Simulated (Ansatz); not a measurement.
Cost and result for the atomization energy of `Cc1cscn1` (11 atoms, 11 bonds).

Z-matrix (Å, degrees):
```
C
C 1 1.488
H 1 1.093 2 110.4
H 1 1.093 2 110.4 3 -118.4
H 1 1.090 2 111.3 3 120.8
C 2 1.364 1 126.1 3 -120.8
N 2 1.370 1 119.4 3 59.2
S 6 1.706 2 110.3 1 -180.0
H 6 1.079 2 128.2 1 -0.0
C 7 1.295 2 111.0 1 180.0
H 10 1.082 7 123.9 2 -180.0
```

The species carries charge 0 and has multiplicity 1. Geometry: relaxed with PBE0-D4/def2-TZVP. Program: Ansatz. All runs use 4 threads of an Intel Xeon 6975P-C on a shared host. Times are those of one run each, without the atoms' runs, and a repeat can differ threefold. Electronic energies, without spin–orbit coupling; frozen cores. CCSD(T)/CBS adds CCSD(T) − MP2 in def2-TZVPP to the MP2 limit, and its time is that of the two runs behind it. T1 = 0.014; the RHF reference is unstable towards UHF. HSE06 is the plane-wave form, built on full-range PBE exchange.

CCSD(T)/CBS is a level of theory with its own doubt, some kJ/mol a heavy atom from the limit and from the frozen cores, so smaller differences don't rank the functionals.

| level | functions | wall time |
| --- | --- | --- |
| LDA (SPW92)/def2-TZVPP | 267 | 0.8 s |
| revPBE-D4/def2-TZVPP | 267 | 1.2 s |
| PBE-D4/def2-TZVPP (with forces) | 267 | 1.5 s |
| HSE06-D4/def2-TZVPP | 267 | 1.9 s |
| CAM-B3LYP-D4/def2-TZVPP | 267 | 2.1 s |
| r2SCAN-D4/def2-TZVPP (with forces) | 267 | 2.4 s |
| r2SCANh-D4/def2-TZVPP | 267 | 2.8 s |
| CCSD(T)/def2-SVP | 113 | 3.4 s |
| PBE-QIDH/def2-TZVPP | 267 | 3.5 s |
| B97M-V/def2-TZVPP | 267 | 4.3 s |
| MP2/def2-QZVPP | 505 | 17 s |
| CCSD(T)/def2-TZVPP | 267 | 51 s |
| CCSD(T)/CBS(def2) | – | 68 s |

(1) What atomization energy does each give, and how far from CCSD(T)/CBS? (An estimate is asked.)

## Answers

(1) The calculation gave: 
```tsv
level	atomization (kcal/mol)	difference from CCSD(T)/CBS	per bond
LDA (SPW92)/def2-TZVPP	1333.8	199.2	18.1
revPBE-D4/def2-TZVPP	1156.2	21.6	2.0
PBE-D4/def2-TZVPP (with forces)	1187.7	53.1	4.8
HSE06-D4/def2-TZVPP	1158.6	24.0	2.2
CAM-B3LYP-D4/def2-TZVPP	1141.1	6.5	0.6
r2SCAN-D4/def2-TZVPP (with forces)	1146.6	12.0	1.1
r2SCANh-D4/def2-TZVPP	1137.2	2.6	0.2
CCSD(T)/def2-SVP	1078.5	-56.1	-5.1
PBE-QIDH/def2-TZVPP	1140.8	6.2	0.6
B97M-V/def2-TZVPP	1145.4	10.8	1.0
MP2/def2-QZVPP	1155.6	21.0	1.9
CCSD(T)/def2-TZVPP	1102.7	-31.9	-2.9
CCSD(T)/CBS(def2)	1134.6	0.0	0.0
```

Leaving LDA and LC-ωPBE aside and taking each functional with its dispersion term where it has one, the values, not all of them listed here, spread over 92.2 kcal/mol, from BHLYP-D4 to PBE-D4. LDA lies +152.8 kcal/mol from PBE without D4, its usual overbinding. From PBE to PBE0 (25 % exact exchange), in def2-TZVPP and without D4, the atomization energy moves by −29.2 kcal/mol: exact exchange takes away binding that semilocal exchange gives to molecules. At CCSD(T), def2-SVP lies −56.1 kcal/mol from the extrapolated value and def2-TZVPP −31.9 kcal/mol: correlation converges slowly with the basis, and small sets miss more of it in the bonded molecule than in its fragments.
